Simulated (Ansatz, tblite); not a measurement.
# The cluster SiSe₂+: one state, many levels

An exercise on one series of results from a longer session: the logs are not shown, and one member is left open.

The runs use Ansatz 0.2.0, Gaussian basis; as each input shows.

Levels to be run: GFN1-xTB, GFN2-xTB, PBE-D4/def2-TZVP, r2SCAN-D4/def2-TZVP, r2SCANh-D4/def2-TZVP, B97M-V/def2-TZVP, HSE06-D4/def2-TZVP, B2PLYP/def2-TZVP, LC-ωPBE/def2-TZVP, PBE+5HF/def2-TZVP, PBE+10HF/def2-TZVP, PBE+15HF/def2-TZVP, PBE+35HF/def2-TZVP, PBE+50HF/def2-TZVP, PBE-D4/def2-SVP, PBE0-D4/def2-SVP, HF/6-31G, B3LYP-D4/6-31G, CCSD(T)/def2-TZVPP, MP2/def2-TZVP, RPA/def2-TZVP.

### The relaxed structure

The geometry is that of the doublet, from an earlier relaxation (r2SCAN-D4/def2-TZVP). At that level it is the lowest of the isomers that a small search found.

3 atoms, charge 1, spin multiplicity 2.

Bond lengths: Si1–Se2 2.347 Å, Si1–Se3 2.347 Å, Se2–Se3 2.295 Å. Angles: Se2–Si1–Se3 58.5°, Si1–Se2–Se3 60.7°, Si1–Se3–Se2 60.7°.

Geometry (Å):

```
Si   -0.5810   -1.2350   -0.0100
Se   -0.7470    1.1061   -0.0268
Se    1.3281    0.1289    0.0368
```

The ion is computed in the gas phase, without counter-ions or solvent.

PBE0-D4/def2-TZVP was run before; its log isn't repeated, and its numbers join the tables.

The first run:

Tight binding, by tblite at 300 K electronic temperature and without a spin-polarisation term:

```python
tblite.interface.Calculator('GFN1-xTB', numbers, positions, charge=1, uhf=1).singlepoint()
```

Tight binding, by tblite at 300 K electronic temperature and without a spin-polarisation term:

```python
tblite.interface.Calculator('GFN2-xTB', numbers, positions, charge=1, uhf=1).singlepoint()
```

start.molden holds the orbitals of an earlier run on this state, given as this run's starting guess.

Contents of in.yaml:

```yaml
crystal:
  periodic: [false, false, false]
  atoms:
    - {symbol: Si, position_ang: [-0.581043, -1.234982, -0.009969]}
    - {symbol: Se, position_ang: [-0.747027, 1.106116, -0.026803]}
    - {symbol: Se, position_ang: [1.328070, 0.128866, 0.036772]}
basis:
  gaussian: {orbitals: def2-TZVP, initial_orbitals: start.molden}
total_charge: 1
magnetization: {spin_polarized: true, initial_magnetization: 1}
hamiltonian: {xc: pbe, dispersion: d4}
scf: {omitted_lower_state_checks: [starts]}
output: {forces: true, orbitals: {seedname: orbitals}}
```

On the command line:

```console
ansatz run in.yaml --threads 4 --pin off --events-out ev --progress --plain --max-ram 3916MiB
```

Steps of the session up to this table: PBE-D4/def2-TZVP; r2SCAN-D4/def2-TZVP; r2SCANh-D4/def2-TZVP; B97M-V/def2-TZVP; HSE06-D4/def2-TZVP; B2PLYP/def2-TZVP; LC-ωPBE/def2-TZVP; PBE+5HF/def2-TZVP; PBE+10HF/def2-TZVP; PBE+15HF/def2-TZVP; PBE+35HF/def2-TZVP; PBE+50HF/def2-TZVP; PBE-D4/def2-SVP; PBE0-D4/def2-SVP; HF/6-31G; B3LYP-D4/6-31G; CCSD(T)/def2-TZVPP; MP2/def2-TZVP; RPA/def2-TZVP.

One table of the session follows, with a row left open; its other results are not shown here.

It belongs to the step «Levels side by side». 

| level | HOMO (eV) | LUMO (eV) | gap (eV) |
| --- | --- | --- | --- |
| HF/6-31G | -16.12 | -6.94 | 9.18 |
| PBE-D4/def2-SVP | -11.84 | -10.91 | 0.93 |
| PBE-D4/def2-TZVP | -11.76 | -10.79 | 0.97 |
| r2SCAN-D4/def2-TZVP | -12.14 | -10.70 | 1.44 |
| B97M-V/def2-TZVP | -12.11 | -10.57 | 1.54 |
| r2SCANh-D4/def2-TZVP | -12.58 | -10.36 | 2.22 |
| B3LYP-D4/6-31G | -12.91 | -10.51 | 2.41 |
| PBE0-D4/def2-SVP | -13.07 | -10.09 | 2.97 |
| PBE0-D4/def2-TZVP | -12.96 | -9.94 | 3.02 |
| HSE06-D4/def2-TZVP | -12.57 | -10.32 | 2.25 |
| LC-ωPBE/def2-TZVP | -15.61 | -7.78 | 7.83 |
| PBE+5HF/def2-TZVP | -11.99 | -10.62 | 1.37 |
| PBE+10HF/def2-TZVP | ? | ? | ? |
| PBE+15HF/def2-TZVP | -12.47 | -10.28 | 2.19 |
| PBE+35HF/def2-TZVP | -13.45 | -9.60 | 3.85 |
| PBE+50HF/def2-TZVP | -14.20 | -9.09 | 5.10 |

Q: Estimate the row for PBE+10HF/def2-TZVP from the others.

**Answer.** HOMO (eV): -12.23; LUMO (eV): -10.45; gap (eV): 1.78. In the column «HOMO (eV)» it lies between PBE+15HF/def2-TZVP (-12.47) and r2SCAN-D4/def2-TZVP (-12.14).
